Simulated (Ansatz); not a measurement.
Process, species as SMILES: FSF + 2 [H][H] (H2) → 2 F (HF) + S (H2S)
B3LYP-D3(BJ)/def2-TZVP geometries, fixed; electronic energies without zero-point terms.

The energy of full hydrogenation at CCSD(T) with Ansatz (an electronic-structure program), in kcal/mol, split into its Hartree-Fock and correlation parts. Cores are frozen. No added dispersion term, no relativity. Functions are those of the species that has most.

```
basis        X  functions  Hartree-Fock  CCSD(T)
-----------  -  ---------  ------------  -------
cc-pV(D+d)Z  2         51        -86.36   -79.73
cc-pV(T+d)Z  3         99        -76.80   -72.66
cc-pV(Q+d)Z  4        174        -75.87   -72.01
cc-pV(5+d)Z  5        282        -75.94   -71.62
```

Worked estimate of the basis-set limit from each neighbouring pair, with Hartree-Fock from the larger set and the correlation part extrapolated as X^-3.
Correlation parts: X = 2: 6.63, X = 3: 4.14, X = 4: 3.86, X = 5: 4.32.
- (2,3): (27·(4.14) - 8·(6.63))/19 = 3.09; with Hartree-Fock -76.80 the estimate is -73.71 kcal/mol.
- (3,4): (64·(3.86) - 27·(4.14))/37 = 3.66; with Hartree-Fock -75.87 the estimate is -72.21 kcal/mol.
- (4,5): (125·(4.32) - 64·(3.86))/61 = 4.80; with Hartree-Fock -75.94 the estimate is -71.14 kcal/mol.
The last two estimates differ by 1.08 kcal/mol; the largest set lies 0.48 from the last. Over the last step Hartree-Fock moves by -0.07 and the correlation part by 0.46.
